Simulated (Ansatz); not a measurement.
## C₄H₄O, singlet: cost against accuracy

Geometry (MP2(full)/6-31G*, from the G2/97 set):

```yaml
atoms:
  - { symbol: O, position_ang: [0.0000, 0.0000, 1.1353] }
  - { symbol: C, position_ang: [0.0000, 1.0947, 0.3200] }
  - { symbol: C, position_ang: [0.0000, -1.0947, 0.3200] }
  - { symbol: C, position_ang: [0.0000, 0.7132, -0.9902] }
  - { symbol: C, position_ang: [0.0000, -0.7132, -0.9902] }
  - { symbol: H, position_ang: [0.0000, 2.0494, 0.8231] }
  - { symbol: H, position_ang: [0.0000, -2.0494, 0.8231] }
  - { symbol: H, position_ang: [0.0000, 1.3708, -1.8478] }
  - { symbol: H, position_ang: [0.0000, -1.3708, -1.8478] }
```

Measured, as an electronic atomization energy: 4158.1 kJ/mol (G2/97 heats of formation of molecule and atoms, with zero-point and thermal terms from B3LYP taken off; Curtiss et al., J. Chem. Phys. 106, 1063 (1997), Staroverov et al., J. Chem. Phys. 119, 12129 (2003)). The measured value holds scalar relativity and spin–orbit coupling, which all computed ones lack, and core correlation, which the wave-function levels lack. Atoms are taken at the same level; beside RHF, RMP2 and RCC rows they are unrestricted. Ansatz 0.2.0; the 6-31G* set has Cartesian d functions; a miss is computed less measured; times are wall times on shared hosts and scatter by a factor of two or so.

```tsv
level	basis	miss (kJ/mol)	time of the run	hardware
UHF	STO-3G	-769.8	0.31 s	1 CPU thread
SPW92	STO-3G	1443.4	1.1 s	1 CPU thread
SPW92	6-31G	588.2	1.1 s	1 CPU thread
SPW92	6-31G*	726.8	1.1 s	1 CPU thread
RPA-PBE	STO-3G	-293.7	1.3 s	1 CPU thread
PBE0	STO-3G	601.9	1.4 s	1 CPU thread
PBE	cc-pVTZ	161.1	1.8 s	H100 + 2 CPU threads
B2PLYP	STO-3G	269.6	1.8 s	1 CPU thread
CISD	STO-3G	-222.6	2 s	1 CPU thread
B3LYP	STO-3G	507.7	2 s	1 CPU thread
BHLYP	cc-pVTZ	-186.6	2 s	H100 + 2 CPU threads
RPA-PBE	6-31G	-871.0	2.1 s	1 CPU thread
revPBE	cc-pVTZ	-7.1	2.2 s	H100 + 2 CPU threads
UCCSD(T)	STO-3G	-95.2	2.3 s	1 CPU thread
r2SCAN	cc-pVQZ	34.7	2.4 s	H100 + 2 CPU threads
PBE	cc-pVQZ	165.6	2.5 s	H100 + 2 CPU threads
PBE	cc-pVDZ	124.7	2.6 s	1 CPU thread
PBE	6-31G*	170.2	2.8 s	1 CPU thread
r2SCAN	STO-3G	578.3	3 s	1 CPU thread
r2SCAN	6-31G	-119.2	3.5 s	1 CPU thread
wB97M-V	cc-pVTZ	14.4	3.5 s (with forces)	H100 + 2 CPU threads
PBE-QIDH	cc-pVQZ	32.4	3.5 s	H100 + 2 CPU threads
B3LYP	cc-pVQZ	-19.6	3.5 s	H100 + 2 CPU threads
CAM-B3LYP	cc-pVTZ	3.1	3.6 s	H100 + 2 CPU threads
PBE0	6-31G*	46.6	3.6 s	1 CPU thread
B2PLYP	6-31G	-320.0	3.6 s	1 CPU thread
PBE0	cc-pVTZ	48.1	3.8 s (with forces)	H100 + 2 CPU threads
UHF	cc-pVDZ	-1251.5	3.9 s	1 CPU thread
RHF	cc-pVDZ	-1251.9	3.9 s	1 CPU thread
PBE0	cc-pVQZ	53.6	3.9 s	H100 + 2 CPU threads
RPA-PBE	cc-pVQZ	-272.7	4 s	H100 + 2 CPU threads
wB97X-V	cc-pVTZ	3.1	4.6 s	H100 + 2 CPU threads
PBE-QIDH	cc-pVTZ	5.7	5.5 s	H100 + 2 CPU threads
BCCD(T)	cc-pVDZ	-324.8	6 s	H100 + 2 CPU threads
r2SCAN0	6-31G*	-69.3	6 s	1 CPU thread
r2SCAN0	cc-pVDZ	-107.3	7 s	1 CPU thread
wB97M-V	6-31G*	44.9	11 s	1 CPU thread
RCCSD(T)	cc-pVTZ	-118.5	13 s (with forces)	H100 + 2 CPU threads
BCCD(T)	cc-pVQZ	-52.8	23 s	H100 + 2 CPU threads
RCCSDT(Q)	cc-pVDZ	-322.1	78 s	H100 + 2 CPU threads
```

HF's time is that of a plain UHF run.

The smallest set from which on each level stays within 1 kcal/mol of its own cc-pVQZ value: RHF none (cc-pVTZ is 1.5 kcal/mol off); PBE none (cc-pVTZ is 1.1 kcal/mol off); r2SCAN cc-pVTZ; B3LYP none (cc-pVTZ is 1.6 kcal/mol off); wB97M-V cc-pVTZ; B2PLYP none (cc-pVTZ is 5.6 kcal/mol off); RMP2 none (cc-pVTZ is 15.8 kcal/mol off); RCCSD(T) none (cc-pVTZ is 15.3 kcal/mol off).
